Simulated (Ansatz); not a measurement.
Write a Python script for Ansatz 0.2.0 through its Python package that makes harmonic frequencies at the relaxed geometry of C2H7N, SMILES CNC. Level of theory (for the species named): Hartree-Fock, def2-SVP basis, multiplicity 1.

The script, `freq_c2h7n.py`:
```python
import warnings

import ansatz as az
import numpy as np
from rdkit import Chem
from rdkit.Chem import AllChem

warnings.simplefilter("ignore", az.DeckWarning)

rd = Chem.AddHs(Chem.MolFromSmiles("CNC"))
AllChem.EmbedMolecule(rd, randomSeed=607)
AllChem.UFFOptimizeMolecule(rd)
mol = az.Crystal.molecule()
for atom, xyz in zip(rd.GetAtoms(), rd.GetConformer().GetPositions()):
    mol = mol.atom(atom.GetSymbol(), xyz.round(5).tolist())

calculation = mol.calculation()
calculation = calculation.basis(gaussian="def2-SVP")
calculation = calculation.functional("hf")
calculation = calculation.accuracy("high")
symbols = [site.symbol for site in mol.cartesian_sites]
start = np.array([site.position_ang for site in mol.cartesian_sites], dtype=float)
rep = calculation.relax(force_tolerance=0.003, max_steps=100).run(threads=1).report
end = np.array(rep["positions_ang"])

print("bond        before    after (A)")
for i, j in [(0, 1), (0, 3), (0, 4), (0, 5), (1, 2), (1, 6), (2, 7), (2, 8), (2, 9)]:
    d0, d1 = (np.linalg.norm(xyz[i] - xyz[j]) for xyz in (start, end))
    print(f"{symbols[i]}{i}-{symbols[j]}{j}".ljust(10), f"{d0:8.4f} {d1:8.4f}")
for i, j, k in [(1, 0, 3), (1, 0, 4), (1, 0, 5), (3, 0, 4), (3, 0, 5), (4, 0, 5), (0, 1, 2), (0, 1, 6)]:
    u, v = end[i] - end[j], end[k] - end[j]
    print(f"angle {symbols[i]}{i}-{symbols[j]}{j}-{symbols[k]}{k}: {np.degrees(np.arccos(np.clip(u @ v / np.linalg.norm(u) / np.linalg.norm(v), -1, 1))):.2f} deg")

minimum = az.Crystal.molecule()
for symbol, xyz in zip(symbols, end):
    minimum = minimum.atom(symbol, xyz.tolist())
vibrating = (
    minimum.calculation()
    .basis(gaussian="def2-SVP")
    .functional("hf")
    .accuracy("high")
    .phonons(temperatures=(200, 600, 100))
)
vib = vibrating.run(threads=1).report["vibrations"]
sums = vib["harmonic_sums"]
modes = [m["omega_inv_cm"] for m in sums["modes_at_gamma"] if m["rigid_motion"] == "no"]
print("frequencies (1/cm):", " ".join(f"{w:.0f}" for w in modes))
print("imaginary modes:", sum(w < 0 for w in modes), " zero-point energy:", round(sums["zero_point_energy_ev"], 4), "eV")
print("T (K)   F_vib (eV)   S_vib (meV/K)   C_vib (meV/K)")
for row in zip(sums["temperatures_k"], sums["vibrational_free_energy_ev"], vib["entropy_ev_per_k"], vib["heat_capacity_ev_per_k"]):
    print(f"{row[0]:6.1f} {row[1]:11.4f} {1000 * row[2]:13.4f} {1000 * row[3]:15.4f}")

heavier = vibrating.phonons(masses={"H": 2.014102}).run(threads=1).report["vibrations"]["harmonic_sums"]
print("deuterated (1/cm):", " ".join(f"{m['omega_inv_cm']:.0f}" for m in heavier["modes_at_gamma"] if m["rigid_motion"] == "no"))
print("zero-point energy falls by", round(sums["zero_point_energy_ev"] - heavier["zero_point_energy_ev"], 4), "eV")
```

`python freq_c2h7n.py` gives:
```text
bond        before    after (A)
C0-N1        1.4635   1.4407
C0-H3        1.1114   1.0923
C0-H4        1.1127   1.1007
C0-H5        1.1104   1.0907
N1-C2        1.4635   1.4407
N1-H6        1.0469   1.0027
C2-H7        1.1127   1.1007
C2-H8        1.1104   1.0907
C2-H9        1.1114   1.0923
angle N1-C0-H3: 109.91 deg
angle N1-C0-H4: 114.03 deg
angle N1-C0-H5: 109.92 deg
angle H3-C0-H4: 107.39 deg
angle H3-C0-H5: 107.36 deg
angle H4-C0-H5: 107.98 deg
angle C0-N1-C2: 114.71 deg
angle C0-N1-H6: 110.40 deg
frequencies (1/cm): 234 279 410 816 1016 1120 1191 1291 1293 1371 1556 1585 1588 1600 1607 1621 1643 3100 3108 3212 3214 3262 3263 3784
imaginary modes: 0  zero-point energy: 2.6758 eV
T (K)   F_vib (eV)   S_vib (meV/K)   C_vib (meV/K)
 200.0      2.6687        0.1116          0.1915
 300.0      2.6527        0.2113          0.3148
 400.0      2.6261        0.3229          0.4725
 500.0      2.5877        0.4462          0.6382
 600.0      2.5366        0.5765          0.7925
deuterated (1/cm): 167 210 344 602 831 867 910 1051 1065 1142 1145 1152 1161 1169 1200 1278 1398 2239 2248 2370 2370 2421 2423 2770
zero-point energy falls by 0.659 eV
```

What to keep in mind:
- These settings explore the input space; basis and method may be short of convergence.
- The frequencies are harmonic and unscaled, in a modest basis. The result belongs to the one conformer reached from this start, and soft torsions count as harmonic oscillators.
- Finished in 3.5 min on 1 thread of Arm Neoverse V2, with other jobs on the host, peak memory 0.34 GiB.

(Lines on the test bed's own set-up are left out of the output.)
